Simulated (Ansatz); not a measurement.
A displaced shape of singlet CH₂O₂:

```yaml
atoms:
  - { symbol: C, position_ang: [-0.0126, -0.3799, -0.0539] }
  - { symbol: O, position_ang: [-0.0030, -0.3736, 1.0519] }
  - { symbol: O, position_ang: [-0.0154, 0.6585, -0.9479] }
  - { symbol: H, position_ang: [-0.0200, -1.2939, -0.6848] }
  - { symbol: H, position_ang: [-0.0399, 1.4150, -0.3451] }
```

It was optimised with HF/def2-SVP in Ansatz (development build ahead of 0.2.0) to forces under 0.001 eV/Å, with restricted orbitals. Each step stands on the lowest determinant of that kind that the program's search found.

Problem. What shape does it relax to, and how does the optimisation go?

Solution.

```yaml
atoms:
  - { symbol: C, position_ang: [-0.0147, -0.3979, -0.1031] }
  - { symbol: O, position_ang: [-0.0060, -0.3569, 1.0726] }
  - { symbol: O, position_ang: [-0.0280, 0.6557, -0.8935] }
  - { symbol: H, position_ang: [-0.0130, -1.3206, -0.6916] }
  - { symbol: H, position_ang: [-0.0293, 1.4458, -0.3642] }
```

Bond lengths: C1–O2 1.176 Å, C1–O3 1.317 Å, C1–H4 1.094 Å, O3–H5 0.951 Å. Angles: O2–C1–O3 124.9°, O2–C1–H4 124.5°, O3–C1–H4 110.6°, C1–O3–H5 109.3°.

```csv
step,E − E(start) (eV),largest force (eV/Å)
1,0.0000,10.9998
2,-0.4087,1.9034
3,-0.4569,0.4653
4,-0.4598,0.1694
5,-0.4548,0.4576
6,-0.4605,0.0304
7,-0.4605,0.0116
8,-0.4606,0.0027
9,-0.4606,0.0012
10,-0.4606,0.0001
```

The optimisation ended after 10 steps with its threshold met.
